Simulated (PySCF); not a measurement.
Geometry:
```
atom   x (Å)   y (Å)  z (Å)
 Cl1   1.963   1.060  3.246
  C2   1.658   1.055  1.476
  C3   0.210   1.420  1.129
  C4  -0.382   0.069  0.741
  O5   0.680  -0.593  0.101
  C6   1.814  -0.369  0.893
  H7   2.379   1.766  1.056
  H8  -0.303   1.920  1.960
  H9   0.204   2.094  0.259
 H10  -1.228   0.131  0.044
 H11  -0.710  -0.486  1.644
 H12   1.870  -1.090  1.731
 H13   2.712  -0.485  0.270
```

Geometry: PBE0-D3(BJ)/def2-SVP; GIAO absolute shieldings from PySCF 2.14, gas phase, non-relativistic, averaged over equivalent atoms.

At PBE0/STO-3G (41 basis functions, 3.1 s wall time on 1 thread of an Arm Neoverse V1, shared host):
| atoms | σ (ppm) |
| --- | --- |
| Cl1 | 954.1 |
| C6 | 170.9 |
| C2 | 174.5 |
| C4 | 176.4 |
| C3 | 199.6 |
| O5 | 339.4 |
| H7 | 29.70 |
| H13 | 29.77 |
| H10 | 30.17 |
| H12 | 30.38 |
| H11 | 30.49 |
| H9 | 30.85 |
| H8 | 31.03 |

Problem. What do these become at PBE0/def2-TZVP?

Solution. 
```csv
atoms,σ at PBE0/def2-TZVP,change
Cl1,744.9,-209.2
C6,106.1,-64.8
C2,125.6,-48.9
C4,118.3,-58.1
C3,145.7,-53.9
O5,259.8,-79.6
H7,27.28,-2.42
H13,27.09,-2.68
H10,27.61,-2.56
H12,27.97,-2.41
H11,27.91,-2.58
H9,29.38,-1.47
H8,29.55,-1.48
```

The largest change is at Cl1 (chlorine bonded to C). Cost: 234 basis functions, 26 s wall time on 1 thread of an Arm Neoverse V1, shared host. The order of the carbon signals changes between the two levels.

Carbons that carry Cl, above all several Cl atoms, come out too deshielded, partly because spin–orbit coupling is missing.
